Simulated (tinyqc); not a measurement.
Pariser-Parr-Pople SCF with singles CI, for the molecule c1ccsc1 (SMILES; centres numbered as the heavy atoms are written), step by step. One step of it, computed by the program tinyqc.

Problem. PPP integrals. Mataga-Nishimoto: gamma = 14.399645/(R + a), a = 2 x 14.399645/(gamma_rr + gamma_ss); H_rr = -W_r - sum_(s != r) z_s gamma_rs; H_rs = beta for bonds.

Centres (angstrom, eV; a flat drawing with bonds scaled to 1.40 angstrom):
```
centre          x          y  core charge z          W   gamma_rr
1C       1.191000   0.000000              1  11.160000  11.130000
2C       0.368000   1.133000              1  11.160000  11.130000
3C      -0.963000   0.700000              1  11.160000  11.130000
4S      -0.963000  -0.700000              2  22.000000  13.000000
5C       0.368000  -1.133000              1  11.160000  11.130000
```

Resonance integrals (eV):
```
i  j       beta
1  2  -2.390000
2  3  -2.390000
3  4  -2.020000
4  5  -2.020000
5  1  -2.390000
```

Give: repulsion gamma_rs; core matrix H.

Solution.

repulsion gamma_rs (eV), order 1C, 2C, 3C, 4S, 5C:
```
[[11.1300, 5.3448, 4.0464, 4.1637, 5.3448],
 [5.3448, 11.1300, 5.3462, 4.1632, 4.0451],
 [4.0464, 5.3462, 11.1300, 5.5522, 4.0459],
 [4.1637, 4.1632, 5.5522, 13.0000, 5.5529],
 [5.3448, 4.0451, 4.0459, 5.5529, 11.1300]]
```

core matrix H (eV), order 1C, 2C, 3C, 4S, 5C:
```
[[-34.2234, -2.3900, 0.0000, 0.0000, -2.3900],
 [-2.3900, -34.2226, -2.3900, 0.0000, 0.0000],
 [0.0000, -2.3900, -35.7029, -2.0200, 0.0000],
 [0.0000, 0.0000, -2.0200, -41.4320, -2.0200],
 [-2.3900, 0.0000, 0.0000, -2.0200, -35.7017]]
```
